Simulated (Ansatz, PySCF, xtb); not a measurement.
Homolysis of single bonds, series Ge OH-H. Isolated molecules, 0 K electronic values unless said otherwise. One relaxed conformer stands for each flexible species; it need not be the lowest. Strings in code marks are SMILES.

Quantity: homolytic bond dissociation enthalpy at 298 K (no spin–orbit term), in eV. Enthalpy corrections at 298 K come from GFN2-xTB frequencies (xtb).

Level 1: frozen-core CCSD(T)/cc-pVTZ // PBE0-D3(BJ)/def2-TZVP (Ansatz, a program for electronic structure)
Level 2: ωB97X-D3(BJ)/def2-TZVP // PBE0-D3(BJ)/def2-TZVP (PySCF)
Level 3: frozen-core MP2/cc-pVTZ // PBE0-D3(BJ)/def2-TZVP (Ansatz)
Level 4: HF/cc-pVTZ // PBE0-D3(BJ)/def2-TZVP (Ansatz)

```tsv
species	level 1	level 2	level 3	level 4
O–Ge bond of `[OH][GeH3]`, giving `[GeH3]` and `[OH]`	4.35	4.39	4.68	2.90
```
